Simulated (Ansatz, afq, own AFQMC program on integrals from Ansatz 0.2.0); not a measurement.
# AlSiH, triplet → AlSiH, quintet

```yaml
atoms:
  - { symbol: Si, position_ang: [0.0000, -0.0360, 1.1654] }
  - { symbol: Al, position_ang: [0.0000, -0.0118, -1.2249] }
  - { symbol: H, position_ang: [0.0000, 1.3177, 0.3154] }
```

Connectivity, by distances: SiH–Al.

E(quintet, charge +0) − E(triplet, charge +0) at this geometry, on UHF and UHF determinants.

Basis cc-pVDZ. Only valence electrons are correlated. Ansatz 0.2.0 and our own AFQMC program on the same integrals; the CISD trial comes from CCSD amplitudes, and released means the phaseless constraint is let go. ± is one standard error of the sampling. The errors of all members are added in quadrature.

No full CI on the walks' own integrals is used here; CCSDTQ serves as the reference and is uncertain by about the last step of the cluster series. Each member takes its own surest rung, up to full CI.

The best estimate is CCSD(T) at the basis-set limit (CBS: def2-TZVPP and def2-QZVPP, with their diffuse functions for anions and beside diffuse sets, CCSD(T) itself extrapolated) plus the step from CCSD(T) to CCSDTQ in cc-pVDZ. Rows without CBS are in cc-pVDZ, the functionals in def2-TZVP; B2PLYP and the wave-function rows carry a basis error of their own. Core correlation and relativity beyond core potentials are missing, and ± holds the sampling alone.

Cautions: AlSiH (triplet): unrestricted determinant slightly spin contaminated (⟨S²⟩ 2.08 against 2.00), the released energies are still falling, so no released level is given (meV from the phaseless value at times in 1/Eh: -3 ± 3 at 0.24, -7.1 ± 2.5 at 0.51, -12 ± 3 at 0.99, -13.9 ± 2.2 at 1.62, -17.3 ± 2.0 at 2.40), its ph-AFQMC/CISD value lies 23 ± 4 meV above CCSDTQ; AlSiH (quintet): another spin lies lower; core correlation is missing, and it shifts such a gap most where an s electron is promoted.

| level | vertical spin gap (eV) |
| --- | --- |
| B3LYP | 4.121 |
| PBE0 | 3.818 |
| MP2 | 3.556 |

Q: From these cheaper values, estimate the vertical spin gap at the level of the best estimate.

A: 3.885 eV (best estimate, highest rung CCSDTQ).

```tsv
level	vertical spin gap (eV)	error against the best estimate (eV)
HF	2.783	-1.101
CCSD	3.757	-0.127
CCSD(T)	3.827	-0.058
CCSDT	3.839	-0.045
CCSDT(Q)	3.846	-0.039
CCSDTQ	3.845	-0.039
ph-AFQMC/CISD	3.836 ± 0.004	-0.049 ± 0.004
HF/CBS	2.721	-1.163
MP2/CBS	3.679	-0.206
CCSD(T)/CBS	3.866	-0.018
PBE	3.878	-0.007
r2SCAN	3.596	-0.288
wB97M-V	4.327	0.443
B2PLYP	4.048	0.164
```

Correlation beyond CCSD(T) adds 0.018 eV. Going to the basis-set limit adds 0.039 eV at CCSD(T). The perturbative (T) step is worth +0.070 eV.

Best estimates are given only where the step beyond CCSD(T) is under 0.3 eV and no member's determinant is very poor (T1 over 0.05, or 0.07 for open shells, ⟨S²⟩ too high by 0.3, two states mixed), so the hardest cases are missing from such tables.

The functionals ran in a triple-zeta set and keep a basis error of their own, a few kJ/mol for each bond in atomization energies and more for double hybrids, so close places among them and the extrapolated levels can swap.

CCSDT and higher add their correlation energy to the determinant of the CCSD(T) run, since their own runs factorise the integrals more tightly (a shift of under 2 meV). Each member of a difference takes its own highest rung, so a best estimate needn't equal the limit plus the step of one row. A walk keeps the symmetry of its determinant, which the program's search chose and which needn't be the lowest solution, so a lower state of the same spin and another symmetry isn't excluded.
